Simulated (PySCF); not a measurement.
CHO, SMILES [CH]=O (connectivity only; charge and spin as stated), charge +1, multiplicity 1.

Geometry optimised at r2SCAN-D4/def2-TZVPD. The isomer is the one that the SMILES or the coordinates give; other isomers of the formula were not compared.

These are TDDFT-PBE/def2-TZVPD run with PySCF values and carry that method's errors.

Vertical excitations; the highest root listed may be one member of a degenerate set. Gas-phase values at a fixed geometry. State labels are in the subgroup C2v.

Computed UV-visible absorptions:
```json
[
 {"state": "S1", "symmetry": "A2", "energy (eV)": "9.74", "λ (nm)": "127", "f": "0.000", "main pairs": "HOMO→LUMO 50 %, HOMO−1→LUMO+1 50 %"},
 {"state": "S2", "symmetry": "A1", "energy (eV)": "10.09", "λ (nm)": "123", "f": "0.000", "main pairs": "HOMO−1→LUMO, HOMO→LUMO+1 (degenerate set)"},
 {"state": "S3", "symmetry": "A2", "energy (eV)": "10.09", "λ (nm)": "123", "f": "0.000", "main pairs": "HOMO−1→LUMO+1, HOMO→LUMO (degenerate set)"},
 {"state": "S4", "symmetry": "B2", "energy (eV)": "11.25", "λ (nm)": "110", "f": "0.002", "main pairs": "HOMO−2→LUMO+1 (degenerate set)"},
 {"state": "S5", "symmetry": "B1", "energy (eV)": "11.25", "λ (nm)": "110", "f": "0.002", "main pairs": "HOMO−2→LUMO (degenerate set)"},
 {"state": "S6", "symmetry": "B2", "energy (eV)": "13.69", "λ (nm)": "91", "f": "0.004", "main pairs": "HOMO→LUMO+2 (degenerate set)"},
 {"state": "S7", "symmetry": "B1", "energy (eV)": "13.69", "λ (nm)": "91", "f": "0.004", "main pairs": "HOMO−1→LUMO+2 (degenerate set)"},
 {"state": "S8", "symmetry": "A1", "energy (eV)": "14.03", "λ (nm)": "88", "f": "0.077", "main pairs": "HOMO−2→LUMO+2 51 %, HOMO→LUMO+1 23 %, HOMO−1→LUMO 23 %"},
 {"state": "S9", "symmetry": "B1", "energy (eV)": "15.33", "λ (nm)": "81", "f": "0.172", "main pairs": "HOMO−3→LUMO (degenerate set)"},
 {"state": "S10", "symmetry": "B2", "energy (eV)": "15.33", "λ (nm)": "81", "f": "0.172", "main pairs": "HOMO−3→LUMO+1 (degenerate set)"},
 {"state": "T1", "symmetry": "A1", "energy (eV)": "7.88", "λ (nm)": "157", "f": "0", "main pairs": "HOMO−1→LUMO 50 %, HOMO→LUMO+1 50 %"},
 {"state": "T2", "symmetry": "A1", "energy (eV)": "8.53", "λ (nm)": "145", "f": "0", "main pairs": "HOMO→LUMO+1, HOMO−1→LUMO (degenerate set)"},
 {"state": "T3", "symmetry": "A2", "energy (eV)": "8.53", "λ (nm)": "145", "f": "0", "main pairs": "HOMO→LUMO, HOMO−1→LUMO+1 (degenerate set)"},
 {"state": "T4", "symmetry": "A2", "energy (eV)": "9.74", "λ (nm)": "127", "f": "0", "main pairs": "HOMO−1→LUMO+1 50 %, HOMO→LUMO 50 %"}
]
```
Triplets are in the Tamm–Dancoff approximation, which puts them higher than full response would, so one can lie above its singlet here.
